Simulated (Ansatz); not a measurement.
# BFH2O: a ladder of functionals and wavefunction methods

Aim: compute BFH2O with functionals from several rungs and with coupled cluster, and see how far each lands from CCSD(T) at the basis-set limit for the atomisation energy.

The runs use Ansatz 0.2.0, Gaussian basis; functionals in def2-TZVPP, the program's frozen cores in correlated methods.

Plan: LDA (SPW92), PBE-D4, revPBE-D4, BLYP-D4, r2SCAN-D4, B97M-V, PBE0-D4, B3LYP-D4, r2SCANh-D4, r2SCAN0-D4, HSE06-D4, BHLYP-D4, CAM-B3LYP-D4, LC-ωPBE, ωB97X-V, ωB97M-V, B2PLYP, PBE-QIDH; CCSD(T)/def2-SVP; CCSD(T)/def2-TZVPP; CCSD(T)/def2-QZVPP; extrapolation to the limit; RPA on PBE.

**1. The geometry**

An earlier PBE0-D4 in a triple-zeta def2 set relaxation fixed the geometry.

SMILES `OBF`, 5 atoms, charge 0, spin multiplicity 1.

Atoms are counted from 1 here; the program's logs count them from 0.

Bond lengths: O1–B2 1.344 Å, O1–H4 0.963 Å, B2–F3 1.332 Å, B2–H5 1.192 Å. Angles: B2–O1–H4 113.4°, O1–B2–F3 120.3°, O1–B2–H5 120.1°, F3–B2–H5 119.6°.

**2. LDA**

This LDA is Slater exchange with PW92 correlation.

Contents of in.yaml:

```yaml
crystal:
  periodic: [false, false, false]
  atoms:
    - {symbol: O, position_ang: [-0.965448, 0.157357, 0.156867]}
    - {symbol: B, position_ang: [0.364998, -0.030193, 0.201132]}
    - {symbol: F, position_ang: [1.039221, -0.323728, -0.909535]}
    - {symbol: H, position_ang: [-1.337232, 0.057364, -0.725826]}
    - {symbol: H, position_ang: [0.948261, 0.065400, 1.235962]}
basis:
  gaussian: {orbitals: def2-TZVPP}
hamiltonian: {xc: lda}
output: {orbitals: {seedname: orbitals}}
```

After this run come: PBE-D4 (GGA); revPBE-D4 (GGA); BLYP-D4 (GGA); r2SCAN-D4 (meta-GGA); B97M-V (meta-GGA); PBE0-D4 (hybrid); B3LYP-D4 (hybrid); r2SCANh-D4 (hybrid); r2SCAN0-D4 (hybrid); HSE06-D4 (hybrid); BHLYP-D4 (hybrid); CAM-B3LYP-D4 (range-separated); LC-ωPBE-D4 (range-separated); ωB97X-V (range-separated); ωB97M-V (range-separated); B2PLYP (double hybrid); PBE-QIDH (double hybrid); CCSD(T) in def2-SVP; CCSD(T) in def2-TZVPP; CCSD(T) in def2-QZVPP; RPA on PBE orbitals.

**Question.** What will the summary of the whole plan be? Wanted: atomisation energy, CCSD(T)/CBS; farthest beyond LDA; mean size of error, GGA; mean size of error, meta-GGA; mean size of error, hybrid; mean size of error, range-separated; mean size of error, double hybrid; gap, smallest and largest; T1 diagnostic.

**Answer**, as computed:

| quantity | value |
| --- | --- |
| atomisation energy, CCSD(T)/CBS | 498.5 kcal/mol |
| functionals within 2.5 kcal/mol (0.5 %) | BLYP-D4, B97M-V, B3LYP-D4, r2SCANh-D4, HSE06-D4, LC-ωPBE, ωB97X-V, ωB97M-V, B2PLYP |
| farthest beyond LDA | BHLYP-D4 (-18.3 kcal/mol) |
| mean size of error, GGA | 6.1 kcal/mol |
| mean size of error, meta-GGA | 1.6 kcal/mol |
| mean size of error, hybrid | 5.6 kcal/mol |
| mean size of error, range-separated | 2.1 kcal/mol |
| mean size of error, double hybrid | 3.0 kcal/mol |
| gap, smallest and largest | 7.86 eV (LDA (SPW92)), 16.02 eV (LC-ωPBE) |
| T1 diagnostic | 0.0129 |
| triples share of the correlation energy | 3.0 % |

What this shows: LDA overbinds by 75.5 kcal/mol (15 %). PBE-D4 misses by +10.5 kcal/mol. Double hybrids carry the basis error of their MP2 part in triple zeta, and no dispersion term here, so their miss is partly the set-up's. The rungs meta-GGA, range-separated miss on average by less than the doubt on the reference (2.5 kcal/mol), so they tie. The reference freezes the cores and leaves out relativity and excitations past (T), so misses under about 2.5 kcal/mol can't be ranked. Hartree-Fock recovers 75 % of the binding; the rest is correlation. CCSD(T) in def2-SVP is off by -21.9 kcal/mol, more than most functionals: a good method in a small basis is no reference. The gap grows from 7.9 to 16.0 eV across the functionals, mostly with the share of exact exchange.
